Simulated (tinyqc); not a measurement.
Inside a calculation (part 3 of 3). Method: UKS/LDA (VWN5) in the sto-3g basis, for H2O+, spin multiplicity 2. Computed by tinyqc, a small Python program that keeps every step (integrals from PySCF). Command: `OMP_NUM_THREADS=1 python tinyqc.py 26434 26435 out.jsonl` (the two numbers bound the seeds that draw the settings). One thread of a shared host (Intel(R) Xeon(R) Processor @ 2.60GHz), about 2 s of CPU time with the checks.

Geometry (angstrom):
```
atom         x          y         z
O     0.000000   0.000000  0.000000
H     0.000000   0.873000  0.828000
H     0.000000  -0.873000  0.828000
```

## Iteration 8 (converged): orbitals

converged F(alpha) (hartree), order 1O 1s, 1O 2s, 1O 2px, 1O 2py, 1O 2pz, 2H 1s, 3H 1s:
$$\begin{pmatrix}
-19.023605 & -4.927411 & 0.000000 & 0.000000 & -0.015379 & -0.633995 & -0.633995 \\
-4.927411 & -2.498672 & 0.000000 & 0.000000 & -0.123905 & -0.660460 & -0.660460 \\
0.000000 & 0.000000 & -0.712899 & 0.000000 & 0.000000 & 0.000000 & 0.000000 \\
0.000000 & 0.000000 & 0.000000 & -0.709471 & 0.000000 & -0.272938 & 0.272938 \\
-0.015379 & -0.123905 & 0.000000 & 0.000000 & -0.700769 & -0.289685 & -0.289685 \\
-0.633995 & -0.660460 & 0.000000 & -0.272938 & -0.289685 & -0.670443 & -0.244507 \\
-0.633995 & -0.660460 & 0.000000 & 0.272938 & -0.289685 & -0.244507 & -0.670443
\end{pmatrix}$$

converged F(beta) (hartree), order 1O 1s, 1O 2s, 1O 2px, 1O 2py, 1O 2pz, 2H 1s, 3H 1s:
$$\begin{pmatrix}
-19.003804 & -4.912873 & 0.000000 & 0.000000 & -0.014777 & -0.632228 & -0.632228 \\
-4.912873 & -2.428991 & 0.000000 & 0.000000 & -0.121506 & -0.648952 & -0.648952 \\
0.000000 & 0.000000 & -0.590450 & 0.000000 & 0.000000 & 0.000000 & 0.000000 \\
0.000000 & 0.000000 & 0.000000 & -0.665625 & 0.000000 & -0.270001 & 0.270001 \\
-0.014777 & -0.121506 & 0.000000 & 0.000000 & -0.657500 & -0.286732 & -0.286732 \\
-0.632228 & -0.648952 & 0.000000 & -0.270001 & -0.286732 & -0.676402 & -0.242862 \\
-0.632228 & -0.648952 & 0.000000 & 0.270001 & -0.286732 & -0.242862 & -0.676402
\end{pmatrix}$$

X, order 1O 1s, 1O 2s, 1O 2px, 1O 2py, 1O 2pz, 2H 1s, 3H 1s:
$$\begin{pmatrix}
1.023223 & -0.132941 & 0.000000 & 0.000000 & -0.006275 & 0.016397 & 0.016397 \\
-0.132941 & 1.114230 & 0.000000 & 0.000000 & 0.056743 & -0.178659 & -0.178659 \\
0.000000 & 0.000000 & 1.000000 & 0.000000 & 0.000000 & 0.000000 & 0.000000 \\
0.000000 & 0.000000 & 0.000000 & 1.046019 & 0.000000 & -0.136519 & 0.136519 \\
-0.006275 & 0.056743 & 0.000000 & 0.000000 & 1.034881 & -0.110263 & -0.110263 \\
0.016397 & -0.178659 & 0.000000 & -0.136519 & -0.110263 & 1.093314 & -0.064163 \\
0.016397 & -0.178659 & 0.000000 & 0.136519 & -0.110263 & -0.064163 & 1.093314
\end{pmatrix}$$

Diagonalise F' = X^T F X, C = X C', fill 5 alpha and 4 beta electrons from the bottom; D(s) = C_occ C_occ^T. Each column has its largest component positive (the first on a tie).

F' = X^T F X (alpha) (hartree):
$$\begin{pmatrix}
-18.658247 & -2.562607 & 0.000000 & 0.000000 & -0.028171 & -0.053976 & -0.053976 \\
-2.562607 & -1.577249 & 0.000000 & 0.000000 & -0.054162 & -0.216725 & -0.216725 \\
0.000000 & 0.000000 & -0.712899 & 0.000000 & 0.000000 & 0.000000 & 0.000000 \\
0.000000 & 0.000000 & 0.000000 & -0.636244 & 0.000000 & -0.172013 & 0.172013 \\
-0.028171 & -0.054162 & 0.000000 & 0.000000 & -0.645396 & -0.149393 & -0.149393 \\
-0.053976 & -0.216725 & 0.000000 & -0.172013 & -0.149393 & -0.478949 & -0.054371 \\
-0.053976 & -0.216725 & 0.000000 & 0.172013 & -0.149393 & -0.054371 & -0.478949
\end{pmatrix}$$

orbital energies (alpha) (hartree): MO1 -19.035276, MO2 -1.333024, MO3 -0.795699, MO4 -0.727134, MO5 -0.712899, MO6 -0.318778, MO7 -0.265124

coefficients C (alpha), order 1O 1s, 1O 2s, 1O 2px, 1O 2py, 1O 2pz, 2H 1s, 3H 1s:
$$\begin{pmatrix}
0.993149 & -0.249461 & 0.000000 & 0.095122 & 0.000000 & 0.087241 & 0.000000 \\
0.028891 & 0.932276 & 0.000000 & -0.436673 & 0.000000 & -0.515348 & 0.000000 \\
0.000000 & 0.000000 & 0.000000 & 0.000000 & 1.000000 & 0.000000 & 0.000000 \\
0.000000 & 0.000000 & 0.768989 & 0.000000 & 0.000000 & 0.000000 & -0.734906 \\
0.003112 & 0.180613 & 0.000000 & 0.793676 & 0.000000 & -0.660305 & 0.000000 \\
-0.005228 & 0.093283 & 0.334509 & 0.264584 & 0.000000 & 0.703696 & 0.759353 \\
-0.005228 & 0.093283 & -0.334509 & 0.264584 & 0.000000 & 0.703696 & -0.759353
\end{pmatrix}$$

F' = X^T F X (beta) (hartree):
$$\begin{pmatrix}
-18.640226 & -2.558454 & 0.000000 & 0.000000 & -0.027862 & -0.054561 & -0.054561 \\
-2.558454 & -1.503654 & 0.000000 & 0.000000 & -0.049024 & -0.215848 & -0.215848 \\
0.000000 & 0.000000 & -0.590450 & 0.000000 & 0.000000 & 0.000000 & 0.000000 \\
0.000000 & 0.000000 & 0.000000 & -0.590231 & 0.000000 & -0.173407 & 0.173407 \\
-0.027862 & -0.049024 & 0.000000 & 0.000000 & -0.600303 & -0.150643 & -0.150643 \\
-0.054561 & -0.215848 & 0.000000 & -0.173407 & -0.150643 & -0.488518 & -0.053531 \\
-0.054561 & -0.215848 & 0.000000 & 0.173407 & -0.150643 & -0.053531 & -0.488518
\end{pmatrix}$$

orbital energies (beta) (hartree): MO1 -19.014900, MO2 -1.272797, MO3 -0.769835, MO4 -0.692903, MO5 -0.590450, MO6 -0.305631, MO7 -0.255383

coefficients C (beta), order 1O 1s, 1O 2s, 1O 2px, 1O 2py, 1O 2pz, 2H 1s, 3H 1s:
$$\begin{pmatrix}
0.993338 & -0.244236 & 0.000000 & 0.104789 & 0.000000 & -0.088789 & 0.000000 \\
0.028127 & 0.908200 & 0.000000 & -0.481838 & 0.000000 & 0.518126 & 0.000000 \\
0.000000 & 0.000000 & 0.000000 & 0.000000 & 1.000000 & 0.000000 & 0.000000 \\
0.000000 & 0.000000 & 0.729824 & 0.000000 & 0.000000 & 0.000000 & 0.773814 \\
0.003006 & 0.182274 & 0.000000 & 0.759131 & 0.000000 & 0.699315 & 0.000000 \\
-0.005077 & 0.117526 & 0.373456 & 0.292926 & 0.000000 & -0.688679 & -0.740975 \\
-0.005077 & 0.117526 & -0.373456 & 0.292926 & 0.000000 & -0.688679 & 0.740975
\end{pmatrix}$$

D(alpha) after iteration 8, order 1O 1s, 1O 2s, 1O 2px, 1O 2py, 1O 2pz, 2H 1s, 3H 1s:
$$\begin{pmatrix}
1.057624 & -0.245411 & 0.000000 & 0.000000 & 0.033531 & -0.003295 & -0.003295 \\
-0.245411 & 1.060656 & 0.000000 & 0.000000 & -0.178106 & -0.028723 & -0.028723 \\
0.000000 & 0.000000 & 1.000000 & 0.000000 & 0.000000 & 0.000000 & 0.000000 \\
0.000000 & 0.000000 & 0.000000 & 0.591345 & 0.000000 & 0.257234 & -0.257234 \\
0.033531 & -0.178106 & 0.000000 & 0.000000 & 0.662551 & 0.226826 & 0.226826 \\
-0.003295 & -0.028723 & 0.000000 & 0.257234 & 0.226826 & 0.190630 & -0.033162 \\
-0.003295 & -0.028723 & 0.000000 & -0.257234 & 0.226826 & -0.033162 & 0.190630
\end{pmatrix}$$

D(beta) after iteration 8, order 1O 1s, 1O 2s, 1O 2px, 1O 2py, 1O 2pz, 2H 1s, 3H 1s:
$$\begin{pmatrix}
1.057352 & -0.244366 & 0.000000 & 0.000000 & 0.038017 & -0.003051 & -0.003051 \\
-0.244366 & 1.057785 & 0.000000 & 0.000000 & -0.200152 & -0.034549 & -0.034549 \\
0.000000 & 0.000000 & 0.000000 & 0.000000 & 0.000000 & 0.000000 & 0.000000 \\
0.000000 & 0.000000 & 0.000000 & 0.532643 & 0.000000 & 0.272557 & -0.272557 \\
0.038017 & -0.200152 & 0.000000 & 0.000000 & 0.609512 & 0.243776 & 0.243776 \\
-0.003051 & -0.034549 & 0.000000 & 0.272557 & 0.243776 & 0.239113 & -0.039826 \\
-0.003051 & -0.034549 & 0.000000 & -0.272557 & 0.243776 & -0.039826 & 0.239113
\end{pmatrix}$$

## Convergence

Stop when the energy changes by less than 1e-08 hartree and every element of the error matrix X^T (F D S - S D F) X (for each spin) is below 3e-05.

Course of the cycle:
```
iteration   E (hartree)     change  largest element of the error matrix
1          -73.35170508          -                             2.03e-01
2          -73.09413424   2.58e-01                             4.23e-01
3          -74.39594537  -1.30e+00                             2.11e-02
4          -74.39779776  -1.85e-03                             1.44e-02
5          -74.39864505  -8.47e-04                             5.58e-03
6          -74.39880536  -1.60e-04                             7.39e-04
7          -74.39880807  -2.71e-06                             2.12e-05
8          -74.39880808  -2.94e-09                             1.15e-06
```

PySCF UKS in the same basis, fine grid, after a stability check = -74.38008478 hartree

Converged in 8 iterations. The coarse grid moves the energy by -1.87e-02 hartree.

## Populations, bond orders and dipole

overlap S, order 1O 1s, 1O 2s, 1O 2px, 1O 2py, 1O 2pz, 2H 1s, 3H 1s:
$$\begin{pmatrix}
1.000000 & 0.236704 & 0.000000 & 0.000000 & 0.000000 & 0.030094 & 0.030094 \\
0.236704 & 1.000000 & 0.000000 & 0.000000 & 0.000000 & 0.328981 & 0.328981 \\
0.000000 & 0.000000 & 1.000000 & 0.000000 & 0.000000 & 0.000000 & 0.000000 \\
0.000000 & 0.000000 & 0.000000 & 1.000000 & 0.000000 & 0.218456 & -0.218456 \\
0.000000 & 0.000000 & 0.000000 & 0.000000 & 1.000000 & 0.207195 & 0.207195 \\
0.030094 & 0.328981 & 0.000000 & 0.218456 & 0.207195 & 1.000000 & 0.178352 \\
0.030094 & 0.328981 & 0.000000 & -0.218456 & 0.207195 & 0.178352 & 1.000000
\end{pmatrix}$$

Mulliken: Z minus the diagonal of D S on the atom; Loewdin: the same with S^(1/2) D S^(1/2); Mayer order: 2 sum_s sum (D(s) S)_ij (D(s) S)_ji over the two atoms.

Charges (e):
```
atom  Mulliken   Loewdin  Mulliken spin
1O    0.217923  0.316992       1.104489
2H    0.391038  0.341504      -0.052245
3H    0.391038  0.341504      -0.052245
```

Mayer bond orders:
```
pair     order
2-1   0.843094
3-1   0.843094
3-2   0.001266
```

dipole moment about the origin, x y z (debye): [0.000000, 0.000000, 3.536449]

<S^2> of the determinant (pure state: 0.75) = 0.755289
